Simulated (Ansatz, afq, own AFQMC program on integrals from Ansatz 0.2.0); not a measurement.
## AFQMC, coupled cluster and functionals along a coordinate of SBr⁺, triplet

```xyz
2

S     0.0000    0.0000    0.0000
Br    0.0000    0.0000    2.0253
```

The S1–Br2 distance is changed with both sides rigid. Energies in mEh count from this geometry (2.025 Å) at the same level; the start stands on UHF, each point on the determinant named.

Basis cc-pVDZ. Noble-gas cores (and the filled d shells of Ga–Kr and In–Xe) are frozen. Integrals, coupled cluster, full CI and functionals: Ansatz 0.2.0; the random walks run on the same integrals in our own AFQMC program. ph-AFQMC/CISD is guided by a CISD state made of CCSD amplitudes; releasing the constraint for a short imaginary time cuts its bias at the price of noise, slowly where states lie close. Uncertainties: one standard error, sampling alone. No spin–orbit coupling.

Cautions, each for one point or more: CCSDT(Q) on the ROHF determinant differs, perhaps since the unrestricted series falls towards higher spin; cluster runs in doubt by the program's own checks; higher spins were not checked; inner d shell frozen; lower spins were not checked; no relativity below Rb; no spin-orbit coupling; released walk and highest rung disagree; strong correlation; unrestricted determinant slightly spin contaminated; unrestricted determinant spin contaminated; walk and cluster series may follow different spin states.

```
r(S1–Br2) / Å   det.     T1  weight  ⟨S²⟩   B3LYP  r2SCAN  CCSD(T)
        1.800    UHF  0.020    0.89  2.03    48.6    45.6     51.3
        2.272    UHF  0.059    0.80  2.05    11.7    14.0      9.3
        3.748  UHF†¶  0.014    0.90  3.01  102.3§  106.4§     84.9
```

Question: Estimate the curve of phaseless AFQMC with a CISD trial, counted from the same start.

Answer: 
```
r(S1–Br2) / Å   det.     T1  weight  ⟨S²⟩  ph-AFQMC/CISD  released AFQMC  CCSDT(Q)
        1.800    UHF  0.020    0.89  2.03     51.0 ± 0.6      51.3 ± 1.0         –
        2.272    UHF  0.059    0.80  2.05      9.9 ± 0.8               –       7.8
        3.748  UHF†¶  0.014    0.90  3.01     89.6 ± 0.8     90.1 ± 1.1*      85.5
```

Weight is that of the determinant in the CISD state; at the start T1 is 0.036 and the weight 0.86, and ⟨S²⟩ is 2.02. ¶ marks points with a poor determinant and no full CI, where no value is sure; they don't count among the departures. An asterisk marks released energies that aren't shown to be converged. A dagger marks points whose determinant fills other symmetries than the start's, so the wave-function levels may follow another state there, or a degenerate partner. A dash marks a missing value, a released energy that hasn't settled or a functional that sits on another state. § marks a functional whose ⟨S²⟩ is too high by over 0.1. Largest departures from phaseless AFQMC with a CISD trial: CCSD(T) -0.6 mEh at 2.272 (on UHF) (within the noise), B3LYP -2.5 mEh at 1.800, r2SCAN -5.5 mEh at 1.800. The walk's constraint bias lies outside its error bars, so these are departures and not errors. Functionals count only at points shown to share the start's state and spin. In this small basis the wave-function levels are far from their limit, so their gap to the functionals isn't the functionals' error. In total energy ph-AFQMC/CISD lies 44 ± 14 meV above CCSDT(Q) at the start, so its agreement along the curve rests in part on cancellation.

A walk keeps the symmetry of its determinant, which the program's search chose and which needn't be the lowest solution, so a lower state of the same spin and another symmetry isn't excluded.
